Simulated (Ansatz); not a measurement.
# C5H10O2: the cost of one run

Method: the settings change from run to run; program: Ansatz 0.2.0, Gaussian basis.

### Step 1. The molecule

The geometry comes from an earlier relaxation with PBE0-D4 in a triple-zeta def2 set; it is a stationary point, not always the lowest conformer.

17 atoms, charge 0, spin multiplicity 1.

Atoms are counted from 1 here; the program's logs count them from 0.

Bond lengths: C1–C2 1.517 Å, C1–H8 1.091 Å, C1–H9 1.092 Å, C1–H10 1.092 Å, C2–C3 1.519 Å, C2–C4 1.519 Å, C2–O5 1.464 Å, C3–H11 1.088 Å, C3–H12 1.092 Å, C3–H13 1.092 Å, C4–H14 1.089 Å, C4–H15 1.092 Å, C4–H16 1.092 Å, O5–C6 1.325 Å, C6–O7 1.198 Å, C6–H17 1.102 Å. Angles: C2–C1–H8 109.9°, C2–C1–H9 110.6°, C2–C1–H10 110.6°, H8–C1–H9 108.6°, H8–C1–H10 108.6°, H9–C1–H10 108.5°, C1–C2–C3 110.7°, C1–C2–C4 110.7°, C1–C2–O5 102.9°, C3–C2–C4 112.2°, C3–C2–O5 109.9°, C4–C2–O5 109.9°, C2–C3–H11 111.5°, C2–C3–H12 109.2°, C2–C3–H13 110.4°, H11–C3–H12 108.7°, H11–C3–H13 109.1°, H12–C3–H13 108.1° and more.

### Step 2. LC-wPBE/def2-SVP

The input, in.yaml:

```yaml
crystal:
  periodic: [false, false, false]
  atoms:
    - {symbol: C, position_ang: [0.532290, 0.276563, 1.643505]}
    - {symbol: C, position_ang: [0.068958, -0.020100, 0.229979]}
    - {symbol: C, position_ang: [1.105777, -0.844447, -0.513162]}
    - {symbol: C, position_ang: [-1.295496, -0.687090, 0.240840]}
    - {symbol: O, position_ang: [-0.031625, 1.311944, -0.368228]}
    - {symbol: C, position_ang: [-0.415503, 1.475239, -1.625824]}
    - {symbol: O, position_ang: [-0.719648, 0.630114, -2.418603]}
    - {symbol: H, position_ang: [0.645682, -0.655191, 2.200572]}
    - {symbol: H, position_ang: [1.493284, 0.794056, 1.632551]}
    - {symbol: H, position_ang: [-0.193758, 0.905344, 2.162093]}
    - {symbol: H, position_ang: [0.781210, -1.072657, -1.526764]}
    - {symbol: H, position_ang: [1.268201, -1.782816, 0.021732]}
    - {symbol: H, position_ang: [2.057293, -0.309875, -0.555370]}
    - {symbol: H, position_ang: [-1.635973, -0.913744, -0.767890]}
    - {symbol: H, position_ang: [-1.234369, -1.619090, 0.807116]}
    - {symbol: H, position_ang: [-2.029884, -0.042350, 0.728596]}
    - {symbol: H, position_ang: [-0.415437, 2.553801, -1.851040]}
basis:
  gaussian: {orbitals: def2-SVP}
hamiltonian: {xc: {name: LC-wPBE}}
output: {forces: true}
```

The run is started by

```bash
> ansatz run in.yaml --threads 2 --pin off --events-out ev --progress --plain --max-ram 32768MiB --backend cpu
```

Q: Estimate wall time and peak memory on 2 threads of AMD EPYC 7R13, shared host.

About 3.2 s, with a peak of 0.28 GiB.
